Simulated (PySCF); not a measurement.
Level of theory: B3LYP-D3(BJ)/def2-TZVP in PySCF. All species are isolated molecules in the gas phase. B3LYP has the VWN-RPA correlation part, as in Gaussian. Delta-SCF ions had no search for a lower state. 

Reference species (SMILES): `[Cl][Al]([Cl])[Cl]` (neutral, multiplicity 1).

- S1 oscillator strength = 0.000
- vertical ionisation energy (Delta-SCF) = 11.30 eV
- HOMO–LUMO gap = 7.49 eV
- HOMO = -9.08 eV

Changed species: `[Br][Al]([Br])[Br]` (3 of 3 Cl replaced by Br; the reference has 0 of 3 Cl replaced by Br).

Task: Predict the effect on the S1 oscillator strength, vertical ionisation energy (Delta-SCF), HOMO–LUMO gap and HOMO.

Result: the S1 oscillator strength stays essentially unchanged; the vertical ionisation energy (Delta-SCF) falls by 0.90 eV, to 10.40 eV; the HOMO–LUMO gap decreases by 1.00 eV, to 6.49 eV; the HOMO rises by 0.72 eV, to -8.36 eV.
